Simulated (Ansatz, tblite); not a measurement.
Removing an electron: AlH2(NH2) (AlNH4). Total charge 0; singlet. Geometry: r2SCAN-D4/def2-TZVP. Ansatz, gas phase; energy differences of separate SCF runs; the oxidised species was run as a doublet alone.

```xyz
6

Al    0.187    0.800   -0.125
H     1.707    1.227   -0.011
H    -1.000    1.794   -0.449
N    -0.211   -0.902    0.138
H    -1.140   -1.293    0.094
H     0.457   -1.626    0.354
```

The xTB rows come from tblite. Correlated methods freeze 6 core orbitals. HOMO above LUMO, or a gap near zero within one spin, warns that the state may not be the lowest or that an electron is smeared out.

```
              level  −HOMO (eV)  vertical IE (eV)  −LUMO (eV)  HOMO–LUMO gap (eV)                                     remarks
           GFN1-xTB       10.69             14.81        5.50                5.18                                           –
           GFN2-xTB       10.59             14.19        5.82                4.77                                           –
      HF/def2-TZVPP           –              8.52           –                   –                                           –
   PBE-D4/def2-TZVP        6.22              9.86        1.39                4.83  gap within one spin near zero (+1 doublet)
r2SCAN-D4/def2-TZVP        6.48              9.93        1.01                5.48  gap within one spin near zero (+1 doublet)
  PBE0-D4/def2-TZVP        7.56             10.02        0.63                6.93                                           –
     MP2/def2-TZVPP           –             10.19           –                   –                                           –
    CCSD/def2-TZVPP           –              9.94           –                   –                                           –
 CCSD(T)/def2-TZVPP           –             10.05           –                   –                                           –
```

Relaxing the oxidised species (r2SCAN-D4/def2-TZVP) changes its energy by -0.52 eV at PBE-D4/def2-TZVP, so the adiabatic ionisation energy to this nearest minimum is 9.34 eV. At PBE0-D4/def2-TZVP it is 9.41 eV.    Raw xTB energy differences between charge states are shifted by several eV; the methods need an empirical correction for them.
